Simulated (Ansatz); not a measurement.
Redistribution: C2H3F + C2H2S → C2H4S + C2HF

Gas-phase species: C2H3F `C=CF`, singlet; C2H2S (ethynethiol) `C#CS`, singlet; C2H4S `C=CS`, singlet; C2HF (fluoroacetylene) `C#CF`, singlet. The partners trade F for SH; both sit on C, so the bond types are kept.

Shapes, held fixed at every level: PBE0-D4/def2-TZVP. Flexible molecules stand in one conformer, not always the lowest. Programs: Ansatz 0.2.0. Electronic energies: no zero-point or thermal term.

```tsv
level	kind	ΔE (kJ/mol)	less CCSD(T)/CBS estimate
HF/def2-TZVPP	Hartree–Fock	+71.2	+4.0
r2SCAN-D4/def2-TZVPP	meta-GGA	+67.4	+0.2
B3LYP-D4/def2-TZVPP	global hybrid	+66.6	-0.6
PBE0-D4/def2-TZVPP	global hybrid	+63.2	-4.0
wB97X-V/def2-TZVPP	range-separated hybrid	+65.3	-1.9
B2PLYP/def2-TZVPP	double hybrid	+68.8	+1.6
MP2/def2-TZVPP	perturbation theory	+68.0	+0.8
CCSD(T)/CBS estimate	coupled cluster or CI	+67.2	0.0
```

The highest level, CCSD(T)/CBS estimate, gives ΔE = +67.2 kJ/mol; the levels span +63.2 to +71.2. The column of differences is taken from that level and isn't an error. No measured value is set beside it here. The CBS estimate extrapolates MP2 from def2-TZVPP and def2-QZVPP and adds CCSD(T) − MP2 in the triple-zeta set, cores frozen.
